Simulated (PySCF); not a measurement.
Geometry:
```
atom   x (Å)   y (Å)   z (Å)
  C1  -2.768   0.373   0.254
  C2  -1.384   0.707  -0.290
  C3  -0.329  -0.280   0.203
  C4   1.059   0.058  -0.338
  C5   2.105  -0.922   0.165
  S6   3.772  -0.556  -0.490
  H7  -3.504   1.086  -0.108
  H8  -2.768   0.402   1.342
  H9  -3.070  -0.624  -0.061
 H10  -1.107   1.717   0.021
 H11  -1.409   0.693  -1.381
 H12  -0.304  -0.267   1.295
 H13  -0.604  -1.290  -0.110
 H14   1.044   0.037  -1.431
 H15   1.331   1.071  -0.029
 H16   1.890  -1.935  -0.176
 H17   2.166  -0.921   1.254
 H18   3.871   0.657   0.049
```

Geometry: GFN2-xTB; GIAO shifts from PySCF 2.14, gas phase, non-relativistic, averaged over equivalent atoms.

At PBE0/pcSseg-1 (169 basis functions, about 60 core-seconds):
| atoms | δ (ppm) |
| --- | --- |
| C4 | 43.9 |
| C3 | 37.7 |
| C5 | 32.4 |
| C2 | 28.5 |
| C1 | 17.2 |
| H16/H17 | 2.37 |
| H14/H15 | 1.50 |
| H18 | 1.39 |
| H10/H11 | 1.32 |
| H12/H13 | 1.14 |
| H7/H8/H9 | 1.04 |

References, each an isolated molecule treated in the same way: $^{13}$C (186.93 ppm), $^{1}$H (31.72 ppm) vs TMS.

What do these become at wB97X/6-311+G(2d,p)?

Results:


```tsv
atoms	δ at wB97X/6-311+G(2d,p)	change
C4	43.0	-0.9
C3	36.9	-0.8
C5	31.3	-1.1
C2	27.6	-0.9
C1	16.2	-1.0
H16/H17	2.45	+0.08
H14/H15	1.69	+0.19
H18	1.41	+0.02
H10/H11	1.39	+0.07
H12/H13	1.25	+0.11
H7/H8/H9	0.99	-0.05
```

Scale: TMS for $^{13}$C (σ = 191.81 ppm) and $^{1}$H (σ = 32.12 ppm) (reference shieldings calculated alike).

The largest change is at C5 (sp3 CH2 bonded to S). Cost: 242 basis functions, 51 s wall time on 1 thread of an Arm Neoverse V1, shared host. The order of the carbon signals is the same at both levels.
